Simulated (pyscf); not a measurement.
This saddle point was located with ωB97X-D3(BJ)/def2-SVP in PySCF.

```
O
H 1 0.9665
H 1 1.3650 2 108.22
H 3 0.9607 1 153.20 2 -114.43
Sn 3 2.0829 4 77.94 1 -6.06
H 5 1.7799 3 87.54 4 -88.02
```

Surface: singlet, charge 0. Lowest wavenumbers (cm⁻¹): 1244i, 443, 492, 560, 639.

Q: Which two sides does it connect, and which bonds change?

A: SnH₂ [singlet] + H₂O ⇌ HO–SnH: [singlet] + H₂, a four-centre exchange read from left to right: H–Sn, H–O broken and O–Sn, H–H formed. At ωB97M-D3(BJ)/def2-TZVP it lies +0.33 eV from the left side and +0.90 eV from the right (each side as separated species at their lowest minima found). On the reactant side the descent ends in an adduct with a O–Sn contact, 0.69 eV under the separated species and 0.93 eV under the saddle at ωB97X-D3(BJ)/def2-TZVP. What is counted as formed (O–Sn) is already present as a longer contact in the reactant adduct; forming that adduct is a step of its own. At the saddle there is also a short H–Sn contact that neither side keeps. One saddle was located; it need not be the lowest between these sides. Elements past Kr carry the def2 core potentials, without spin-orbit coupling.
